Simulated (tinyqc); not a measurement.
Inside a calculation. Method: MP2 on RHF in the sto-6g basis, frozen core, for H2F+, spin multiplicity 1. One step of it, computed by the program tinyqc.

Problem. Orthogonalisation. S = U s U^T; symmetric (Loewdin) form X = U s^(-1/2) U^T, so that X^T S X = 1.

overlap S:
```
           1F 1s     1F 2s    1F 2px     1F 2py    1F 2pz     2H 1s      3H 1s
1F 1s   1.000000  0.232479  0.000000   0.000000  0.000000  0.035568   0.035568
1F 2s   0.232479  1.000000  0.000000   0.000000  0.000000  0.356240   0.356240
1F 2px  0.000000  0.000000  1.000000   0.000000  0.000000  0.000000   0.000000
1F 2py  0.000000  0.000000  0.000000   1.000000  0.000000  0.258269  -0.258269
1F 2pz  0.000000  0.000000  0.000000   0.000000  1.000000  0.137890   0.137890
2H 1s   0.035568  0.356240  0.000000   0.258269  0.137890  1.000000   0.143198
3H 1s   0.035568  0.356240  0.000000  -0.258269  0.137890  0.143198   1.000000
```

Give: eigenvalues of S; X.

Solution.

eigenvalues of S: 0.490  0.556  0.915  1.000  1.071  1.301  1.667

X:
```
         1F 1s   1F 2s  1F 2px  1F 2py  1F 2pz   2H 1s   3H 1s
1F 1s    1.022  -0.131   0.000   0.000  -0.004   0.016   0.016
1F 2s   -0.131   1.131   0.000   0.000   0.042  -0.197  -0.197
1F 2px   0.000   0.000   1.000   0.000   0.000   0.000   0.000
1F 2py   0.000   0.000   0.000   1.064   0.000  -0.161   0.161
1F 2pz  -0.004   0.042   0.000   0.000   1.016  -0.075  -0.075
2H 1s    0.016  -0.197   0.000  -0.161  -0.075   1.099  -0.054
3H 1s    0.016  -0.197   0.000   0.161  -0.075  -0.054   1.099
```
